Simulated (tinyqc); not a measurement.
Coupled-perturbed Hartree-Fock on RHF in the sto-3g basis, for H3O+, spin multiplicity 1, step by step (part 1 of 2). Computed by tinyqc, a small Python program that keeps every step (integrals from PySCF). Settings: charge = 1, multiplicity = 1, basis = sto-3g, method = RHF, energy threshold = 1e-10, iteration cap = 78, orthogonalisation = symmetric, start = Wolfsberg-Helmholz matrix, DIIS depth = 6. Command: `OMP_NUM_THREADS=1 python tinyqc.py 20308 20309 out.jsonl` (the two numbers bound the seeds that draw the settings). One thread of a shared host (Intel(R) Xeon(R) Processor @ 2.60GHz), about 0.2 s of CPU time with the checks. The early iterations of the SCF are left out here.

## One-electron integrals

Geometry (angstrom):
```
atom          x          y         z
O      0.000000   0.000000  0.131000
H      0.924000   0.000000  0.000000
H     -0.462000   0.800000  0.000000
H     -0.462000  -0.800000  0.000000
```

Basis sto-3g: exponents (1/bohr^2) and contraction coefficients of normalised primitives:
```
element  l (shell)    exponent  coefficient
O            s (1)  130.709320     0.154329
O            s (1)   23.808861     0.535328
O            s (1)    6.443608     0.444635
O            s (2)    5.033151    -0.099967
O            s (2)    1.169596     0.399513
O            s (2)    0.380389     0.700115
O            p (3)    5.033151     0.155916
O            p (3)    1.169596     0.607684
O            p (3)    0.380389     0.391957
H            s (1)    3.425251     0.154329
H            s (1)    0.623914     0.535328
H            s (1)    0.168855     0.444635
```

Overlap, kinetic and nuclear-attraction integrals over the contracted functions; the nuclear repulsion is the sum of Za Zb / Rab.

nuclear repulsion = 14.60258241 hartree

overlap S, order 1O 1s, 1O 2s, 1O 2px, 1O 2py, 1O 2pz, 2H 1s, 3H 1s, 4H 1s:
```
[[1.000000, 0.236704, 0.000000, 0.000000, 0.000000, 0.057130, 0.057154, 0.057154],
 [0.236704, 1.000000, 0.000000, 0.000000, 0.000000, 0.490658, 0.490776, 0.490776],
 [0.000000, 0.000000, 1.000000, 0.000000, 0.000000, 0.397670, -0.198903, -0.198903],
 [0.000000, 0.000000, 0.000000, 1.000000, 0.000000, 0.000000, 0.344420, -0.344420],
 [0.000000, 0.000000, 0.000000, 0.000000, 1.000000, -0.056380, -0.056399, -0.056399],
 [0.057130, 0.490658, 0.397670, 0.000000, -0.056380, 1.000000, 0.221981, 0.221981],
 [0.057154, 0.490776, -0.198903, 0.344420, -0.056399, 0.221981, 1.000000, 0.222082],
 [0.057154, 0.490776, -0.198903, -0.344420, -0.056399, 0.221981, 0.222082, 1.000000]]
```

kinetic energy T (hartree), order 1O 1s, 1O 2s, 1O 2px, 1O 2py, 1O 2pz, 2H 1s, 3H 1s, 4H 1s:
```
[[29.003200, -0.168011, 0.000000, 0.000000, 0.000000, -0.000702, -0.000688, -0.000688],
 [-0.168011, 0.808128, 0.000000, 0.000000, 0.000000, 0.140448, 0.140539, 0.140539],
 [0.000000, 0.000000, 2.528731, 0.000000, 0.000000, 0.300054, -0.150126, -0.150126],
 [0.000000, 0.000000, 0.000000, 2.528731, 0.000000, 0.000000, 0.259958, -0.259958],
 [0.000000, 0.000000, 0.000000, 0.000000, 2.528731, -0.042540, -0.042568, -0.042568],
 [-0.000702, 0.140448, 0.300054, 0.000000, -0.042540, 0.760032, 0.002417, 0.002417],
 [-0.000688, 0.140539, -0.150126, 0.259958, -0.042568, 0.002417, 0.760032, 0.002436],
 [-0.000688, 0.140539, -0.150126, -0.259958, -0.042568, 0.002417, 0.002436, 0.760032]]
```

nuclear attraction V (hartree), order 1O 1s, 1O 2s, 1O 2px, 1O 2py, 1O 2pz, 2H 1s, 3H 1s, 4H 1s:
```
[[-62.319768, -7.585787, 0.000009, 0.000000, 0.006880, -1.883958, -1.884765, -1.884765],
 [-7.585787, -10.727045, 0.000094, 0.000000, 0.080159, -4.246047, -4.247331, -4.247331],
 [0.000009, 0.000094, -10.715718, 0.000000, -0.000015, -3.076412, 1.538881, 1.538881],
 [0.000000, 0.000000, 0.000000, -10.715721, 0.000000, 0.000000, -2.664674, 2.664674],
 [0.006880, 0.080159, -0.000015, 0.000000, -10.529142, 0.460216, 0.460405, 0.460405],
 [-1.883958, -4.246047, -3.076412, 0.000000, 0.460216, -6.241308, -1.558499, -1.558499],
 [-1.884765, -4.247331, 1.538881, -2.664674, 0.460405, -1.558499, -6.242074, -1.559241],
 [-1.884765, -4.247331, 1.538881, 2.664674, 0.460405, -1.558499, -1.559241, -6.242074]]
```

core Hamiltonian H = T + V (hartree), order 1O 1s, 1O 2s, 1O 2px, 1O 2py, 1O 2pz, 2H 1s, 3H 1s, 4H 1s:
```
[[-33.316568, -7.753798, 0.000009, 0.000000, 0.006880, -1.884661, -1.885453, -1.885453],
 [-7.753798, -9.918917, 0.000094, 0.000000, 0.080159, -4.105598, -4.106792, -4.106792],
 [0.000009, 0.000094, -8.186987, 0.000000, -0.000015, -2.776358, 1.388755, 1.388755],
 [0.000000, 0.000000, 0.000000, -8.186989, 0.000000, 0.000000, -2.404716, 2.404716],
 [0.006880, 0.080159, -0.000015, 0.000000, -8.000411, 0.417676, 0.417837, 0.417837],
 [-1.884661, -4.105598, -2.776358, 0.000000, 0.417676, -5.481276, -1.556083, -1.556083],
 [-1.885453, -4.106792, 1.388755, -2.404716, 0.417837, -1.556083, -5.482043, -1.556805],
 [-1.885453, -4.106792, 1.388755, 2.404716, 0.417837, -1.556083, -1.556805, -5.482043]]
```

## Two-electron integrals

Functions are numbered as in S; the eight-fold symmetry (ij|kl) = (ji|kl) = (kl|ij) leaves the list below.

Two-electron integrals (ij|kl) in chemists' order, unique and non-zero (hartree):
```
(11|11) 4.785065    (21|11) 0.741380    (21|21) 0.136873    (22|11) 1.118947
(22|21) 0.256633    (22|22) 0.817206    (31|31) 0.024477    (32|31) 0.037809
(32|32) 0.180518    (33|11) 1.115814    (33|21) 0.256684    (33|22) 0.817023
(33|33) 0.880159    (41|41) 0.024477    (42|41) 0.037809    (42|42) 0.180518
(43|43) 0.047444    (44|11) 1.115814    (44|21) 0.256684    (44|22) 0.817023
(44|33) 0.785270    (44|44) 0.880159    (51|51) 0.024477    (52|51) 0.037809
(52|52) 0.180518    (53|53) 0.047444    (54|54) 0.047444    (55|11) 1.115814
(55|21) 0.256684    (55|22) 0.817023    (55|33) 0.785270    (55|44) 0.785270
(55|55) 0.880159    (61|11) 0.181962    (61|21) 0.033287    (61|22) 0.061934
(61|31) 0.001510    (61|32) 0.002816    (61|33) 0.062167    (61|44) 0.061818
(61|51) -0.000214   (61|52) -0.000399   (61|53) -0.000049   (61|55) 0.061825
(61|61) 0.008200    (62|11) 0.420571    (62|21) 0.097570    (62|22) 0.341419
(62|31) 0.007203    (62|32) 0.053866    (62|33) 0.351989    (62|44) 0.335813
(62|51) -0.001021   (62|52) -0.007637   (62|53) -0.002293   (62|55) 0.336138
(62|61) 0.024146    (62|62) 0.173166    (63|11) 0.290350    (63|21) 0.068266
(63|22) 0.255174    (63|31) 0.014920    (63|32) 0.098418    (63|33) 0.278072
(63|44) 0.243466    (63|51) -0.000630   (63|52) -0.005447   (63|53) -0.003299
(63|55) 0.243705    (63|61) 0.017679    (63|62) 0.157211    (63|63) 0.166554
(64|41) 0.010474    (64|42) 0.059999    (64|43) 0.011335    (64|54) -0.001607
(64|64) 0.025377    (65|11) -0.041164   (65|21) -0.009678   (65|22) -0.036177
(65|31) -0.000630   (65|32) -0.005447   (65|33) -0.036210   (65|44) -0.034517
(65|51) 0.010563    (65|52) 0.060771    (65|53) 0.011575    (65|55) -0.037765
(65|61) -0.002506   (65|62) -0.022289   (65|63) -0.020015   (65|65) 0.028214
(66|11) 0.543541    (66|21) 0.128146    (66|22) 0.511969    (66|31) 0.012819
(66|32) 0.129826    (66|33) 0.551887    (66|44) 0.491092    (66|51) -0.001817
(66|52) -0.018406   (66|53) -0.008619   (66|55) 0.492314    (66|61) 0.032035
(66|62) 0.319469    (66|63) 0.331479    (66|65) -0.046995   (66|66) 0.774606
(71|11) 0.182040    (71|21) 0.033301    (71|22) 0.061960    (71|31) -0.000756
(71|32) -0.001409   (71|33) 0.061931    (71|41) 0.001308    (71|42) 0.002439
(71|43) -0.000151   (71|44) 0.062106    (71|51) -0.000214   (71|52) -0.000399
(71|53) 0.000025    (71|54) -0.000043   (71|55) 0.061851    (71|61) 0.008056
(71|62) 0.023284    (71|63) 0.015907    (71|64) 0.000664    (71|65) -0.002418
(71|66) 0.030439    (71|71) 0.008207    (72|11) 0.420699    (72|21) 0.097600
(72|22) 0.341515    (72|31) -0.003603   (72|32) -0.026944   (72|33) 0.339955
(72|41) 0.006240    (72|42) 0.046657    (72|43) -0.007006   (72|44) 0.348041
(72|51) -0.001022   (72|52) -0.007640   (72|53) 0.001147    (72|54) -0.001987
(72|55) 0.336234    (72|61) 0.023281    (72|62) 0.138634    (72|63) 0.095636
(72|64) 0.015270    (72|65) -0.017309   (72|66) 0.208840    (72|71) 0.024163
(72|72) 0.173256    (73|11) -0.145235   (73|21) -0.034147   (73|22) -0.127637
(73|31) 0.011590    (73|32) 0.069628    (73|33) -0.134614   (73|41) -0.001926
(73|42) -0.016641   (73|43) 0.012404    (73|44) -0.126258   (73|51) 0.000315
(73|52) 0.002725    (73|53) -0.002031   (73|54) 0.000733    (73|55) -0.121901
(73|61) -0.007378   (73|62) -0.034597   (73|63) -0.004780   (73|64) -0.003009
(73|65) 0.004191    (73|66) -0.036327   (73|71) -0.008847   (73|72) -0.078655
(73|73) 0.060712    (74|11) 0.251489    (74|21) 0.059129    (74|22) 0.221017
(74|31) -0.001926   (74|32) -0.016641   (74|33) 0.213461    (74|41) 0.013812
(74|42) 0.088834    (74|43) -0.010147   (74|44) 0.238265    (74|51) -0.000546
(74|52) -0.004719   (74|53) 0.000733    (74|54) -0.002877   (74|55) 0.211083
(74|61) 0.014104    (74|62) 0.090446    (74|63) 0.061669    (74|64) 0.029094
(74|65) -0.011082   (74|66) 0.137201    (74|71) 0.015319    (74|72) 0.136199
(74|73) -0.061161   (74|74) 0.131299    (75|11) -0.041181   (75|21) -0.009682
(75|22) -0.036191   (75|31) 0.000315    (75|32) 0.002725    (75|33) -0.034954
(75|41) -0.000546   (75|42) -0.004719   (75|43) 0.000733    (75|44) -0.035800
(75|51) 0.010567    (75|52) 0.060791    (75|53) -0.005790   (75|54) 0.010026
(75|55) -0.037780   (75|61) -0.002418   (75|62) -0.017311   (75|63) -0.011695
(75|64) -0.001913   (75|65) 0.021699    (75|66) -0.028550   (75|71) -0.002508
(75|72) -0.022303   (75|73) 0.010015    (75|74) -0.017342   (75|75) 0.028231
(76|11) 0.149115    (76|21) 0.034833    (76|22) 0.130132    (76|31) 0.001056
(76|32) 0.009039    (76|33) 0.130911    (76|41) 0.001830    (76|42) 0.015655
(76|43) 0.000448    (76|44) 0.131428    (76|51) -0.000599   (76|52) -0.005127
(76|53) -0.000581   (76|54) -0.001006   (76|55) 0.127922    (76|61) 0.008499
(76|62) 0.063146    (76|63) 0.053260    (76|64) 0.006466    (76|65) -0.009139
(76|66) 0.115711    (76|71) 0.008503    (76|72) 0.063160    (76|73) -0.021037
(76|74) 0.049362    (76|75) -0.009142   (76|76) 0.027369    (77|11) 0.543628
(77|21) 0.128166    (77|22) 0.512034    (77|31) -0.006412   (77|32) -0.064935
(77|33) 0.506361    (77|41) 0.011104    (77|42) 0.112441    (77|43) -0.026332
(77|44) 0.536750    (77|51) -0.001818   (77|52) -0.018412   (77|53) 0.004312
(77|54) -0.007466   (77|55) 0.492377    (77|61) 0.030431    (77|62) 0.208806
(77|63) 0.136971    (77|64) 0.037149    (77|65) -0.028544   (77|66) 0.326015
(77|71) 0.032054    (77|72) 0.319567    (77|73) -0.165809   (77|74) 0.287116
(77|75) -0.047015   (77|76) 0.115711    (77|77) 0.774606    (81|11) 0.182040
(81|21) 0.033301    (81|22) 0.061960    (81|31) -0.000756   (81|32) -0.001409
(81|33) 0.061931    (81|41) -0.001308   (81|42) -0.002439   (81|43) 0.000151
(81|44) 0.062106    (81|51) -0.000214   (81|52) -0.000399   (81|53) 0.000025
(81|54) 0.000043    (81|55) 0.061851    (81|61) 0.008056    (81|62) 0.023284
(81|63) 0.015907    (81|64) -0.000664   (81|65) -0.002418   (81|66) 0.030439
(81|71) 0.008059    (81|72) 0.023291    (81|73) -0.008533   (81|74) 0.013446
(81|75) -0.002419   (81|76) 0.008252    (81|77) 0.030444    (81|81) 0.008207
(82|11) 0.420699    (82|21) 0.097600    (82|22) 0.341515    (82|31) -0.003603
(82|32) -0.026944   (82|33) 0.339955    (82|41) -0.006240   (82|42) -0.046657
(82|43) 0.007006    (82|44) 0.348041    (82|51) -0.001022   (82|52) -0.007640
(82|53) 0.001147    (82|54) 0.001987    (82|55) 0.336234    (82|61) 0.023281
(82|62) 0.138634    (82|63) 0.095636    (82|64) -0.015270   (82|65) -0.017309
(82|66) 0.208840    (82|71) 0.023291    (82|72) 0.138677    (82|73) -0.061071
(82|74) 0.075199    (82|75) -0.017317   (82|76) 0.051870    (82|77) 0.208875
(82|81) 0.024163    (82|82) 0.173256    (83|11) -0.145235   (83|21) -0.034147
(83|22) -0.127637   (83|31) 0.011590    (83|32) 0.069628    (83|33) -0.134614
(83|41) 0.001926    (83|42) 0.016641    (83|43) -0.012404   (83|44) -0.126258
(83|51) 0.000315    (83|52) 0.002725    (83|53) -0.002031   (83|54) -0.000733
(83|55) -0.121901   (83|61) -0.007378   (83|62) -0.034597   (83|63) -0.004780
(83|64) 0.003009    (83|65) 0.004191    (83|66) -0.036327   (83|71) -0.008533
(83|72) -0.061071   (83|73) 0.046055    (83|74) -0.032352   (83|75) 0.007508
(83|76) -0.016892   (83|77) -0.100708   (83|81) -0.008847   (83|82) -0.078655
(83|83) 0.060712    (84|11) -0.251489   (84|21) -0.059129   (84|22) -0.221017
(84|31) 0.001926    (84|32) 0.016641    (84|33) -0.213461   (84|41) 0.013812
(84|42) 0.088834    (84|43) -0.010147   (84|44) -0.238265   (84|51) 0.000546
(84|52) 0.004719    (84|53) -0.000733   (84|54) -0.002877   (84|55) -0.211083
(84|61) -0.014104   (84|62) -0.090446   (84|63) -0.061669   (84|64) 0.029094
(84|65) 0.011082    (84|66) -0.137201   (84|71) -0.013446   (84|72) -0.075199
(84|73) 0.032352    (84|74) -0.021705   (84|75) 0.009173    (84|76) -0.029250
(84|77) -0.100059   (84|81) -0.015319   (84|82) -0.136199   (84|83) 0.061161
(84|84) 0.131299    (85|11) -0.041181   (85|21) -0.009682   (85|22) -0.036191
(85|31) 0.000315    (85|32) 0.002725    (85|33) -0.034954   (85|41) 0.000546
(85|42) 0.004719    (85|43) -0.000733   (85|44) -0.035800   (85|51) 0.010567
(85|52) 0.060791    (85|53) -0.005790   (85|54) -0.010026   (85|55) -0.037780
(85|61) -0.002418   (85|62) -0.017311   (85|63) -0.011695   (85|64) 0.001913
(85|65) 0.021699    (85|66) -0.028550   (85|71) -0.002419   (85|72) -0.017317
(85|73) 0.007508    (85|74) -0.009173   (85|75) 0.021707    (85|76) -0.007278
(85|77) -0.028556   (85|81) -0.002508   (85|82) -0.022303   (85|83) 0.010015
(85|84) 0.017342    (85|85) 0.028231    (86|11) 0.149115    (86|21) 0.034833
(86|22) 0.130132    (86|31) 0.001056    (86|32) 0.009039    (86|33) 0.130911
(86|41) -0.001830   (86|42) -0.015655   (86|43) -0.000448   (86|44) 0.131428
(86|51) -0.000599   (86|52) -0.005127   (86|53) -0.000581   (86|54) 0.001006
(86|55) 0.127922    (86|61) 0.008499    (86|62) 0.063146    (86|63) 0.053260
(86|64) -0.006466   (86|65) -0.009139   (86|66) 0.115711    (86|71) 0.008252
(86|72) 0.051870    (86|73) -0.016892   (86|74) 0.029250    (86|75) -0.007278
(86|76) 0.022789    (86|77) 0.078983    (86|81) 0.008503    (86|82) 0.063160
(86|83) -0.021037   (86|84) -0.049362   (86|85) -0.009142   (86|86) 0.027369
(87|11) 0.149185    (87|21) 0.034849    (87|22) 0.130193    (87|31) -0.002114
(87|32) -0.018090   (87|33) 0.131750    (87|44) 0.130712    (87|51) -0.000600
(87|52) -0.005129   (87|53) 0.001162    (87|55) 0.127982    (87|61) 0.008253
(87|62) 0.051879    (87|63) 0.033785    (87|65) -0.007279   (87|66) 0.079009
(87|71) 0.008507    (87|72) 0.063192    (87|73) -0.032259   (87|74) 0.042916
(87|75) -0.009147   (87|76) 0.022799    (87|77) 0.115774    (87|81) 0.008507
(87|82) 0.063192    (87|83) -0.032259   (87|84) -0.042916   (87|85) -0.009147
(87|86) 0.022799    (87|87) 0.027396    (88|11) 0.543628    (88|21) 0.128166
(88|22) 0.512034    (88|31) -0.006412   (88|32) -0.064935   (88|33) 0.506361
(88|41) -0.011104   (88|42) -0.112441   (88|43) 0.026332    (88|44) 0.536750
(88|51) -0.001818   (88|52) -0.018412   (88|53) 0.004312    (88|54) 0.007466
(88|55) 0.492377    (88|61) 0.030431    (88|62) 0.208806    (88|63) 0.136971
(88|64) -0.037149   (88|65) -0.028544   (88|66) 0.326015    (88|71) 0.030444
(88|72) 0.208875    (88|73) -0.100708   (88|74) 0.100059    (88|75) -0.028556
(88|76) 0.078983    (88|77) 0.326073    (88|81) 0.032054    (88|82) 0.319567
(88|83) -0.165809   (88|84) -0.287116   (88|85) -0.047015   (88|86) 0.115711
(88|87) 0.115774    (88|88) 0.774606
```

## Orthogonalisation

S = U s U^T; symmetric (Loewdin) form X = U s^(-1/2) U^T, so that X^T S X = 1.

eigenvalues of S: [0.314165, 0.389378, 0.389445, 0.962533, 1.018101, 1.388539, 1.388608, 2.149230]

X, order 1O 1s, 1O 2s, 1O 2px, 1O 2py, 1O 2pz, 2H 1s, 3H 1s, 4H 1s:
```
[[1.025267, -0.153561, 0.000005, 0.000000, 0.003462, 0.020951, 0.020954, 0.020954],
 [-0.153561, 1.367726, -0.000077, 0.000000, -0.038950, -0.292810, -0.292946, -0.292946],
 [0.000005, -0.000077, 1.141795, 0.000000, 0.000010, -0.300013, 0.150065, 0.150065],
 [0.000000, 0.000000, 0.000000, 1.141810, 0.000000, 0.000000, -0.259885, 0.259885],
 [0.003462, -0.038950, 0.000010, 0.000000, 1.004387, 0.033089, 0.033108, 0.033108],
 [0.020951, -0.292810, -0.300013, 0.000000, 0.033089, 1.232512, -0.076694, -0.076694],
 [0.020954, -0.292946, 0.150065, -0.259885, 0.033108, -0.076694, 1.232652, -0.076733],
 [0.020954, -0.292946, 0.150065, 0.259885, 0.033108, -0.076694, -0.076733, 1.232652]]
```

## Iteration 7 (converged): orbitals

converged F (hartree), order 1O 1s, 1O 2s, 1O 2px, 1O 2py, 1O 2pz, 2H 1s, 3H 1s, 4H 1s:
```
[[-20.849898, -5.310423, 0.000007, 0.000000, 0.009929, -1.298234, -1.298776, -1.298776],
 [-5.310423, -3.016683, 0.000083, 0.000000, 0.058548, -1.300192, -1.300561, -1.300561],
 [0.000007, 0.000083, -0.965690, 0.000000, -0.000015, -0.674347, 0.337302, 0.337302],
 [0.000000, 0.000000, 0.000000, -0.965711, 0.000000, 0.000000, -0.584050, 0.584050],
 [0.009929, 0.058548, -0.000015, 0.000000, -0.921743, 0.118040, 0.118076, 0.118076],
 [-1.298234, -1.300192, -0.674347, 0.000000, 0.118040, -0.947779, -0.459935, -0.459935],
 [-1.298776, -1.300561, 0.337302, -0.584050, 0.118076, -0.459935, -0.948069, -0.460147],
 [-1.298776, -1.300561, 0.337302, 0.584050, 0.118076, -0.459935, -0.460147, -0.948069]]
```

Diagonalise F' = X^T F X, C = X C', fill 5 alpha and 5 beta electrons from the bottom; D = 2 C_occ C_occ^T. Each column has its largest component positive (the first on a tie).

F' = X^T F X (hartree):
```
[[-20.460492, -2.726474, 0.000001, 0.000000, 0.014949, -0.212447, -0.212614, -0.212614],
 [-2.726474, -1.609065, -0.000032, 0.000000, -0.017775, -0.543887, -0.544073, -0.544073],
 [0.000001, -0.000032, -0.631692, 0.000000, 0.000004, -0.576671, 0.288416, 0.288416],
 [0.000000, 0.000000, 0.000000, -0.631694, 0.000000, 0.000000, -0.499489, 0.499489],
 [0.014949, -0.017775, 0.000004, 0.000000, -0.911176, 0.072603, 0.072631, 0.072631],
 [-0.212447, -0.543887, -0.576671, 0.000000, 0.072603, -0.272984, -0.100897, -0.100897],
 [-0.212614, -0.544073, 0.288416, -0.499489, 0.072631, -0.100897, -0.272940, -0.100939],
 [-0.212614, -0.544073, 0.288416, 0.499489, 0.072631, -0.100897, -0.100939, -0.272940]]
```

orbital energies (hartree): [-20.859040, -1.805214, -1.144685, -1.144672, -0.920927, 0.129672, 0.340893, 0.340991]

coefficients C, order 1O 1s, 1O 2s, 1O 2px, 1O 2py, 1O 2pz, 2H 1s, 3H 1s, 4H 1s:
```
[[0.993837, -0.240737, 0.000000, -0.000029, -0.029228, -0.171934, -0.000104, 0.000000],
 [0.029020, 0.866715, 0.000000, 0.000148, 0.143294, 1.174978, 0.000828, 0.000000],
 [-0.000002, -0.000084, 0.000000, 0.707913, -0.000033, 0.000430, -0.968298, 0.000000],
 [0.000000, 0.000000, 0.707917, 0.000000, 0.000000, 0.000000, 0.000000, 0.968331],
 [-0.001453, -0.060151, 0.000000, 0.000026, 0.988729, -0.180016, -0.000125, 0.000000],
 [-0.005482, 0.098092, 0.000000, 0.385400, -0.036775, -0.682081, 1.040845, 0.000000],
 [-0.005484, 0.098136, 0.333775, -0.192686, -0.036756, -0.681310, -0.521062, -0.901875],
 [-0.005484, 0.098136, -0.333775, -0.192686, -0.036756, -0.681310, -0.521062, 0.901875]]
```

D after iteration 7, order 1O 1s, 1O 2s, 1O 2px, 1O 2py, 1O 2pz, 2H 1s, 3H 1s, 4H 1s:
```
[[2.093040, -0.367995, -0.000003, 0.000000, -0.031725, -0.055998, -0.055991, -0.055991],
 [-0.367995, 1.545142, 0.000054, 0.000000, 0.179005, 0.159292, 0.159203, 0.159203],
 [-0.000003, 0.000054, 1.002282, 0.000000, -0.000019, 0.545645, -0.272824, -0.272824],
 [0.000000, 0.000000, 0.000000, 1.002293, 0.000000, 0.000000, 0.472569, -0.472569],
 [-0.031725, 0.179005, -0.000019, 0.000000, 1.962409, -0.084487, -0.084483, -0.084483],
 [-0.055998, 0.159292, 0.545645, 0.000000, -0.084487, 0.319075, -0.126506, -0.126506],
 [-0.055991, 0.159203, -0.272824, 0.472569, -0.084483, -0.126506, 0.319090, -0.126532],
 [-0.055991, 0.159203, -0.272824, -0.472569, -0.084483, -0.126506, -0.126532, 0.319090]]
```

Within a degenerate level the vectors are fixed only up to a rotation; this is one choice.
